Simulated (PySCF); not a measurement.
**Induced dipoles and field energies**

Species: C₂H₃PS.
Cartesian coordinates in Å at the GFN2-xTB level; atoms count from 1:
```
atom  x, y, z in Å
S1     2.0542    0.2423    1.5583
P2     0.9088   -0.0698    0.0362
C3    -0.8169   -0.6055    0.0525
C4    -0.7029    0.6775   -0.2946
H5     1.4413   -0.4490   -1.1934
H6    -1.5688   -1.3287    0.2947
H7    -1.3124    1.5382   -0.4809
```

Level: CAM-B3LYP/def2-SVPD (PySCF); nuclei fixed, core orbitals frozen in the response. Permanent dipole (-3.186, -0.485, -2.834) D (1 au = 2.5417 D). Static polarisability (au):

```
x   80.75  1.86 14.64
y    1.86 56.87  0.69
z   14.64  0.69 64.12
```

Only the terms in μ and α are kept: μ(F) = μ + αF and ΔE = −μ·F − ½ F·αF.

**Question.** A field of 0.01 au (0.514 V/Å) is applied along each axis in both senses. Find the induced dipole, the size of the total dipole and the two energy terms.

**Answer.** 
```
field along  induced x (D)  induced y (D)  induced z (D)  total size (D)  −μ·F (kJ/mol)  −½F·αF (kJ/mol)
         +x          2.052          0.047          0.372           2.745        +32.910          -10.600
         −x         -2.052         -0.047         -0.372           6.165        -32.910          -10.600
         +y          0.047          1.445          0.018           4.325         +5.010           -7.466
         −y         -0.047         -1.445         -0.018           4.724         -5.010           -7.466
         +z          0.372          0.018          1.630           3.096        +29.274           -8.417
         −z         -0.372         -0.018         -1.630           5.730        -29.274           -8.417
```

**Question.** For the field (-0.0070, 0.0070, -0.0060) au, what is the induced dipole, and what angle does it make with the field?

**Answer.** αF = (-1.627, 0.968, -1.226) D, at 12.2° to the field. The polarisability along this direction, F·αF/F², is 74.93 au, against a mean of 67.25 au.

**Question.** Which field along μ doubles the dipole in that direction (linear response)?

**Answer.** The polarisability along the dipole is 87.96 au, so F = 1.6884 au / 87.96 au = 0.0192 au = 0.99 V/Å; higher-order terms are ignored.

**Question.** What field makes μF equal to kT at 298 K?

**Answer.** kT = 0.9437 × 10⁻³ Eh, so F = 0.000559 au = 2.87 MV/cm.

**Question.** Induction energy −ᾱe²/2R⁴ of a unit charge at 9 Å, the molecule taken as a point?

**Answer.** R = 17.01 bohr, so the energy is −67.2/(2 × 17.01⁴) Eh = -1.06 kJ/mol. The charge–dipole term at its most favourable orientation, −μe/R², is -15.3 kJ/mol.

Geometry: GFN2-xTB; no solvent, vibrations or thermal averaging.

The run behind these numbers computed excited states as well. Rough CPU time on one thread of a shared machine: about 19 s.
